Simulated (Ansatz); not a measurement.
Potential energy surface of H2N, doublet: symmetric bend, bond length relaxed. Scanned: H-N-H angle. Other coordinates (N-H bond length) were minimised at PBE0/def2-TZVP.

Calculation: full CI/cc-pVDZ, frozen core in Ansatz (a quantum-chemistry and plane-wave program).

Scanned values (°): 180, 173.90, 163.11, 156.85, 148.73, 139.36, 132.57, 122.91, 116.18, 107.07, 101.82, 91.12, 82.05, 74.84, 66.68, 60.

### Question
Locate the minima and the barriers on this grid.

### Answer
Lower than their neighbours: 101.82° (0.0 mEh). Higher than their neighbours: 180° (62.5 mEh, end of the scan), 60° (48.4 mEh, end of the scan). The whole profile spans 62.5 mEh.
